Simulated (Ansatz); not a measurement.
This geometry of C$_{2}$H$_{2}$NO (6 atoms, charge 0, multiplicity 2) is a first-order saddle point.

The calculation used Ansatz, UKS B3LYP-D4/def2-SVP.

```xyz
6
Properties=species:S:1:pos:R:3
H -0.664 -0.722 0.417
C 0.589 -0.261 -0.119
O 0.902 -0.811 -1.178
C -0.578 0.643 0.008
N -1.456 1.430 0.069
H 1.208 -0.280 0.803
```

Task: Which two structures does it join? (They come from a converged band through this point; their orientation in space is the band's.)

Result: Bonds broken: H1–C2. Bonds formed: H1–C4.

Image 0:

```xyz
6
Properties=species:S:1:pos:R:3
H -0.254 -1.256 0.413
C 0.286 -0.366 0.011
O 0.849 -0.689 -1.175
C -0.630 0.800 0.006
N -1.341 1.713 -0.023
H 1.090 -0.201 0.767
```

Image 8:

```xyz
6
Properties=species:S:1:pos:R:3
H -1.429 -0.620 -0.307
C 0.743 -0.182 -0.061
O 1.116 -1.231 -0.509
C -0.735 0.167 0.054
N -1.131 1.254 0.519
H 1.436 0.612 0.304
```

Task: How far does it lie above each of them?

Result: 127.8 kJ/mol above the first and 175.0 kJ/mol above the second. This is the barrier of this one path; another mechanism may lie lower.

Time of the run: 3.2 min on 2 threads of Arm Neoverse V1, with other jobs on the host, peak memory 0.15 GiB.
